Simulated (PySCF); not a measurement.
Compound: C4H6NO (charge +1).
Bonds: C1–N2, N2–C3 (aromatic), C3–C4 (aromatic), C4–O5 (aromatic), O5–C6 (aromatic), N2–C6 (aromatic). Hydrogens: H7, H8, H9 on C1; H10 on C3; H11 on C4; H12 on C6.

NICS = −σ at a ghost point: NICS(0) at the centroid of the ring atoms, NICS(1) 1 Å to either side along the normal of their mean plane, zz for the tensor component along that normal. Level: GIAO B97-2/pcSseg-2 (PySCF, non-relativistic, gas phase) on the PBE0-D3(BJ)/def2-SVP geometry, one conformer.

Ring bond lengths (Å): N2–C3 1.389, C3–C4 1.352, C4–O5 1.358, O5–C6 1.302, C6–N2 1.315.

Problem. What do the NICS probes read (ppm)?

Solution. 
```json
{"ring": "N2–C3–C4–O5–C6", "type": "5-membered ring with N and O; formal bonds all aromatic", "NICS(0)": "-12.5", "NICS(1), two faces": "-9.2 / -9.2", "NICS(1)zz, two faces": "-26.5 / -26.5", "rms pucker (Å)": "0.00", "centre to ring atoms, mean (Å)": "1.14"}
```

Problem. What can be read from them?

Solution. 
- N2–C3–C4–O5–C6: mean NICS(1)zz -26.5 ppm, shielded, aromatic by this magnetic criterion (flat ring, no four-coordinate atom).

Problem. What does the geometric index give? HOMA takes Krygowski's 1993 parameters.

Solution. 
- N2–C3–C4–O5–C6: HOMA 0.56; the largest term is that of C4–O5, α(R − Ropt)² = 1.36.

Problem. How shielded are the nuclei of the rings and their hydrogens (means over atoms taken as equivalent)?

Solution. 
```tsv
atoms	environment	σ isotropic (ppm)	principal values of the symmetric part, first atom (ppm)
N2	three-coordinate ring nitrogen	41.3	-82.5, 31.5, 174.7
C3	aromatic CH next to a ring nitrogen	52.7	-29.5, 56.5, 131.0
C4	aromatic CH next to a ring oxygen	29.5	-50.3, 33.0, 105.7
O5	ring oxygen	0.8	-162.9, -86.8, 252.1
C6	aromatic CH next to a ring nitrogen	27.1	-31.1, 14.1, 98.3
H10	aromatic hydrogen	23.59	20.7, 24.1, 26.0
H11	aromatic hydrogen	22.91	19.9, 24.2, 24.6
H12	aromatic hydrogen	22.67	19.0, 23.9, 25.2
```

Problem. How do the values depend on the level or the medium?

Solution. 
```csv
level,"NICS(0), N2–C3–C4–O5–C6","mean NICS(1)zz, N2–C3–C4–O5–C6"
"B97-2/pcSseg-2, gas",-12.5,-26.5
"PBE0/pcSseg-1, gas",-12.7,-26.3
```

The geometry is the same throughout.
